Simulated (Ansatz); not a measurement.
## Pyrite PtSb2

Calculation: PBEsol-D3(BJ) (plane waves, PAW; Ansatz, a quantum-chemistry and plane-wave program).

Settings: plane-wave cutoff 520 eV, 6×6×6 k mesh, Fermi–Dirac smearing 0.01 eV, scalar-relativistic PAW data made under PBE.

Cell (relaxed at this level):

Space group Pa-3 (No. 205); a = b = c = 6.3891 Å, α = β = γ = 90.00°

```
atom  site  symmetry       x       y       z
----  ----  --------  ------  ------  ------
Sb      8c       .3.  0.3744  0.3744  0.3744
Pt      4a      .-3.  0.0000  0.0000  0.0000
```

```yaml
bulk_modulus: 133 GPa
band_gap: none
```

Measured, for comparison: band gap 0.11 eV (low temperature, zero-point motion not removed; as tabulated in Saeed et al. (2013), arXiv:1402.4256).

Note: the gap of the solid is closed in this run; this level leaves the solid without a gap, although one is measured; the bulk modulus comes from volumes at which shape and atoms were relaxed.

Spin–orbit coupling is not included; it can open a gap where bands touch, and shift volumes and moduli.
